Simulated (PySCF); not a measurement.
C5H7P.
SMILES with atom numbers: `[CH3:1][c:2]1[cH:3][cH:4][pH:5][cH:6]1` (hydrogens: H7, H8, H9 on C1; H10 on C3; H11 on C4; H12 on P5; H13 on C6)

A GFN2-xTB structure was refined with PySCF 2.14.0, CAM-B3LYP/def2-SV(P) geometry optimisation, gas phase. Its GFN2-xTB values:

```
coordinate  GFN2-xTB
     C1–C2   1.492 Å
     C1–H7   1.087 Å
     C2–C3   1.446 Å
     C2–C6   1.349 Å
     C3–C4   1.344 Å
    C3–H10   1.079 Å
     C4–P5   1.805 Å
    C4–H11   1.077 Å
     P5–C6   1.802 Å
    P5–H12   1.397 Å
    C6–H13   1.077 Å
  C1–C2–C3    121.2°
  C1–C2–C6    125.8°
  C2–C3–C4    114.4°
  C2–C6–P5    111.8°
  C3–C2–C6    112.9°
  C3–C4–P5    111.1°
  C4–P5–C6     89.0°
```

Problem. How do these coordinates change at the CAM-B3LYP/def2-SV(P) level?

Solution. 
| coordinate | CAM-B3LYP/def2-SV(P) (Å or °) | change |
| --- | --- | --- |
| P5–H12 | 1.428 | +0.031 |
| C2–C3 | 1.467 | +0.021 |
| C3–H10 | 1.095 | +0.016 |
| C6–H13 | 1.092 | +0.015 |
| C4–H11 | 1.092 | +0.015 |
| C1–H7 | 1.101 | +0.014 |
| C1–C2 | 1.501 | +0.009 |
| P5–C6 | 1.809 | +0.007 |
| C4–P5 | 1.811 | +0.006 |
| C3–C4 | 1.350 | +0.006 |
| C2–C6 | 1.354 | +0.005 |
| C4–P5–C6 | 89.9 | +0.9 |
| C3–C4–P5 | 110.2 | -0.9 |
| C2–C6–P5 | 111.3 | -0.5 |
| C2–C3–C4 | 114.9 | +0.5 |
| C1–C2–C3 | 121.5 | +0.3 |
| C3–C2–C6 | 112.7 | -0.2 |
| C1–C2–C6 | 125.8 | 0.0 |

The energy falls by 7.2 kJ/mol over 6 energy and gradient evaluations, the largest force component goes from 0.0126 to 4.2e-04 Eh/bohr, and the atoms move by 0.055 Å rms after alignment. The bond that changes most is P5–H12 (ring phosphorus to hydrogen on phosphorus), which lengthens by 0.031 Å. Bonds longer at the end by more than 0.005 Å: 12 of 13; shorter: 0. Rotational constants go from 6600, 2378, 1791 to 6467, 2354, 1768 MHz.

The run used 102 basis functions and 40 SCF cycles in all.

No CAM-B3LYP/def2-SV(P) frequencies stand behind this structure, so it isn't proved a minimum.
